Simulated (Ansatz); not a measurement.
## GeH2, singlet along the angle H2-Ge1-H3

Starting geometry (PBE0/def2-TZVP stationary point for this spin, not checked as a minimum):

```xyz
3

Ge    0.0000   -0.0303    0.0000
H     0.0000    1.0906   -1.1335
H     0.0000    1.0906    1.1335
```

From there the angle named below is changed in its plane at fixed bond lengths, both arms turning rigidly about the middle atom; atoms are numbered as listed. Energies are in kJ/mol, counted from the starting geometry at the same level.

Basis cc-pVDZ; Ansatz 0.2.0. Only valence electrons are correlated (noble-gas cores and the filled d shells of p-block atoms frozen). Prefix R: restricted or restricted open-shell reference. Active spaces: valence = (6e, 6o) chosen from the atoms' valence shells. No spin–orbit coupling is included, and no scalar relativity.

The determinant at some points fills πx and πy unequally, so it is a mixture of Σ and Δ, which weighs on every level built on one determinant. Runs in a small pair space aren't shown, since their orbitals change along the scan. A value is left out where its run failed or describes another state than the reference as far as symmetry and spin tell, or, spin-broken singlets apart, can't be checked.

Full CI is exact within this basis and frozen core; it isn't the basis-set limit.

| angle H2-Ge1-H3 (°) | full CI | curve A | curve B | curve C | curve D |
| --- | --- | --- | --- | --- | --- |
| 69.8 | 31.1 | 32.3 | 31.8 | 34.1 | 31.1 |
| 89.2 | 0.3 | 0.4 | 0.4 | 0.6 | 0.3 |
| 90.6 | 0.0 | 0.0 | 0.0 | 0.0 | 0.0 |
| 102.6 | 7.0 | 7.4 | 7.1 | 5.0 | 7.0 |
| 124.5 | 60.9 | 64.1 | 61.7 | 55.2 | 60.9 |
| 141.9 | 135.3 | 143.5 | 137.7 | 127.6 | 135.5 |
| 160.9 | 235.8 | 254.6 | 243.3 | – | 236.6 |
| 180.0 | 298.3 | 332.3 | 320.7 | 324.1 | 299.5 |

(1) The curves come from CASSCF (valence space), RCCSD, RCCSDT, RMP2. Compare each with full CI and say which is which.

## Answers

(1) A: RMP2, B: RCCSD, C: CASSCF (valence space), D: RCCSDT. Spread of the error against full CI, over the points where both stand: A 34.0, B 22.4, C 33.5, D 1.2 kJ/mol.  The program flagged some runs of RCCSDT as in doubt.
